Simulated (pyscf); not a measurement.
Thermochemistry of product channels of H₂Al–Cl (SMILES [AlH2][Cl]) + HO–SiH₃ (SMILES O[SiH3]) on the singlet surface, in kcal/mol, from ωB97M-D3(BJ)/def2-TZVP energies (ideal gas, 1 atm, RRHO with modes under 100 cm⁻¹ raised to 100, one conformer, R ln 2 for rigid chiral ones). Structures and frequencies: ωB97X-D3(BJ)/def2-SVP in PySCF.

| products | ΔE | ΔH(298 K) | ΔG(298 K) | ΔG(900 K) |
|---|---|---|---|---|
| H₃Si–Cl (SMILES [SiH3]Cl) + HO–AlH₂ (SMILES [OH][AlH2]) | +4.4 | +4.2 | +4.6 | +5.4 |
| H₃Si–O–AlH–Cl (SMILES [SiH3][O][AlH][Cl]) + H₂ (SMILES [H][H]) | -34.6 | -36.3 | -33.9 | -30.6 |

These are energies of the channels, which say nothing of barriers.
